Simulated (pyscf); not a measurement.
**Four-centre exchange: HO–B(Cl)–Cl + H₂ -> HO–BH–Cl + HCl**

Gas phase, singlet surface, charge 0. Bonds broken: B2–Cl3, H6–H7. Bonds formed: B2–H6, Cl3–H7. Structures and frequencies: ωB97X-D3(BJ)/def2-SVP in PySCF.

Transition state (Å):

```xyz
7

O      0.8369     0.3058     0.1832
B     -0.2909    -0.3103    -0.2608
Cl    -1.8917    -0.0382     1.1101
Cl    -0.9458    -0.1215    -1.9037
H      0.9688     1.1751    -0.2123
H     -0.2144    -1.5967     0.0554
H     -0.9448    -1.2269     0.6609
```

One imaginary mode, 993i cm⁻¹; descent along it reached the two sides named.

```
bond    change  reactant side (Å)  saddle  product side
------  ------  -----------------  ------  ------------
B2–Cl3  breaks              1.752   2.125           3.9
H6–H7   breaks              0.760   1.018           2.9
B2–H6    forms                3.2   1.327         1.200
Cl3–H7   forms                3.2   1.585         1.291
```

Electronic energies relative to the separated reactants (kcal/mol):

```csv
level,barrier,reaction energy,reverse barrier
ωB97X-D3(BJ)/def2-TZVP,43.6,+14.0,29.6
PBE/def2-TZVP,36.1,+13.6,22.5
r²SCAN/def2-TZVP,38.9,+15.0,23.9
B3LYP-D3(BJ)/def2-TZVP,42.1,+13.1,29.1
PBE0-D3(BJ)/def2-TZVP,38.1,+13.6,24.5
M06-2X/def2-TZVP,43.8,+14.2,29.5
ωB97M-D3(BJ)/def2-TZVP,42.8,+12.9,30.0
HF/def2-TZVP,58.4,+8.8,49.6
```

With ωB97M-D3(BJ)/def2-TZVP energies and thermal terms (ideal gas, 1 atm, RRHO with modes under 100 cm⁻¹ raised to 100, one conformer, R ln 2 for chiral ones without a mode under 150 cm⁻¹), in kcal/mol:

| T (K) | ΔH‡ | ΔG‡ | ΔH | ΔG |
|---|---|---|---|---|
| 298 | 44.3 | 52.3 | +15.0 | +13.2 |
| 600 | 43.2 | 60.9 | +14.1 | +11.8 |
| 900 | 42.9 | 69.9 | +13.5 | +10.7 |
| 1200 | 43.0 | 78.9 | +13.2 | +9.9 |

This is the saddle that the search found; another between the same sides may lie lower.
